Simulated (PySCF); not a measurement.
C3H3FNS (doublet state).
Geometry (GFN2-xTB, Å), atoms numbered from 1 in this order:
```
atom  x, y, z in Å
N1     2.894   -0.136   -0.031
C2     1.761   -0.347   -0.138
C3     0.413   -0.606   -0.213
F4    -0.036   -1.389   -1.212
C5    -0.603    0.017    0.633
S6    -1.096    1.652   -0.139
H7    -1.503   -0.590    0.714
H8    -0.214    0.287    1.612
H9    -1.602    1.120   -1.252
```

The hyperfine couplings belong to this conformer and change with its torsions.

Identity: `N#C[C](F)CS` [radical].

Computed with PySCF 2.14.0, UKS B3LYP, pcH-1 on C F H N S, non-relativistic, mean-field spin-orbit, GIAO. One conformer (not necessarily the lowest) at the GFN2-xTB geometry, without solvent, vibrations or thermal averaging. A GFN2-xTB geometry isn't a minimum of the functional, and hyperfine couplings can be far from their values at a DFT geometry. The SCF solution wasn't tested for stability.

Question: What is the g tensor, term by term?

Answer: 
| Δg (ppm) | 1 | 2 | 3 |
| --- | --- | --- | --- |
| relativistic mass correction | -232 | -232 | -232 |
| gauge correction | -7 | 36 | 40 |
| orbital Zeeman/spin–orbit | 220 | 675 | 3614 |
| total | -19 | 478 | 3421 |

So g = 2.00230, 2.00280, 2.00574 and g_iso = 2.00361; the tensor is close to axial: the two nearest values differ by 14 % of g3 − g1. Axes: g3 points within 13° of the C3–C5 bond.

Question: Average each term over the three axes. Which is largest in size?

Answer: The orbital-Zeeman/spin–orbit term 1503, the mass correction -232 and the gauge correction 23 ppm, for a total of 1293 ppm. The orbital-Zeeman/spin–orbit term is the largest in size. The mass correction is the same along every axis, so the anisotropy comes from the other two: their spans along these axes are 47 (gauge) and 3394 ppm (orbital Zeeman/spin–orbit).

Question: At 9.629 GHz, how far is the centre of the isotropic spectrum from where a free electron (g = 2.002319) resonates?

Answer: B = hν/(g μB) with μB/h = 13.99624 MHz/mT gives 343.59 mT for the free electron and 343.36 mT at g_iso, 0.22 mT lower.

Question: What are the electron Larmor frequencies g μB B/h along the three axes at 330 mT?

Answer: 9.2481, 9.2504, 9.2640 GHz for g1, g2 and g3, a range of 15.9 MHz.

Question: In a frozen sample, at which fields do the three g values resonate at 9.5, 34, 94 and 263 GHz (hyperfine left aside), and which band first spreads them over more than twice a line width of 1.0 mT?

Answer: 
```csv
band,GHz,B(g3) mT,B(g2) mT,B(g1) mT,spread mT
X,9.5,338.41,338.90,338.99,0.58
Q,34.0,1211.14,1212.91,1213.22,2.08
W,94.0,3348.43,3353.35,3354.19,5.75
J,263.0,9368.49,9382.25,9384.58,16.10
```

The spread grows in proportion to the frequency. Q band is the first where it exceeds 2.0 mT.

The Mulliken spin populations are largest on C3 (+0.70), N1 (+0.35), C2 (-0.18) and S6 (+0.13). The angles at C3 add up to 359.7°, so it is planar.

The HOMO–LUMO gaps are 5.83 eV among the α and 3.83 eV among the β orbitals.
